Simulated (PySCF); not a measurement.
Computed with PBE-D3(BJ)/def2-TZVP // B3LYP-D3(BJ)/def2-TZVP (PySCF). Gas-phase values, no solvent. One relaxed conformer stands for a flexible species; it need not be the lowest. 

Reference species (SMILES): `C=O` (neutral, multiplicity 1).

| Quantity | Value |
|---|---|
| S1 oscillator strength | 0.000 |
| LUMO | -2.53 eV |
| HOMO–LUMO gap | 3.65 eV |

After one change: the S1 oscillator strength hardly moves; the LUMO rises by 1.41 eV; the HOMO–LUMO gap rises by 1.87 eV.

### Question
What was changed between the two runs? The new species is one of these.
(A) `CC(C)C=O` (C–C–C–O torsion 119°)
(B) `NC(=O)C=O` (O–C–C–O torsion 180°)
(C) `COC=O` (C–O–C–O torsion 0°)
(D) `O=CC=O` (O–C–C–O torsion 180°)

### Answer
C, `COC=O` (C–O–C–O torsion 0°)
